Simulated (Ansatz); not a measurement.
`CC1=CN=CC1`. The species carries charge 0 and has multiplicity 1. The structure was optimised at the PBE0-D4/def2-TZVP level.

```xyz
13

C    -1.668    0.162   -0.700
C    -0.280   -0.106   -0.252
C     0.596   -1.012   -0.714
N     1.839   -0.983   -0.042
C     1.751   -0.063    0.843
C     0.424    0.622    0.847
H    -2.387    0.016    0.113
H    -1.950   -0.500   -1.520
H    -1.787    1.194   -1.044
H     0.446   -1.726   -1.513
H     2.575    0.174    1.508
H    -0.080    0.526    1.817
H     0.521    1.698    0.657
```

What is the dipole moment at B3LYP/def2-TZVPP? (Estimate.)

The calculation gave: 2.82 D, with components (-2.01, 1.81, 0.79) D in this frame, pointing from negative to positive charge.

And with PBE, r2SCAN, ωB97M-V? (Estimate.)

Computed: PBE 2.81 D, r2SCAN 2.87 D, ωB97M-V 2.81 D.

Give the Mulliken charges with B3LYP, ωB97M-V, r2SCAN in def2-TZVPP. (Estimate.)

The calculation gave: 
| atom | B3LYP | ωB97M-V | r2SCAN |
| --- | --- | --- | --- |
| C1 | -0.23 | -0.29 | -0.13 |
| C2 | -0.03 | -0.03 | -0.03 |
| C3 | -0.07 | -0.06 | -0.02 |
| N4 | -0.21 | -0.21 | -0.27 |
| C5 | -0.07 | -0.04 | -0.01 |
| C6 | -0.06 | -0.13 | 0.03 |
| H7 | 0.09 | 0.11 | 0.05 |
| H8 | 0.09 | 0.10 | 0.05 |
| H9 | 0.09 | 0.11 | 0.05 |
| H10 | 0.12 | 0.11 | 0.08 |
| H11 | 0.12 | 0.12 | 0.08 |
| H12 | 0.08 | 0.11 | 0.05 |
| H13 | 0.08 | 0.11 | 0.05 |

B3LYP here is the variant with VWN-RPA as its local correlation; programs differ in this.
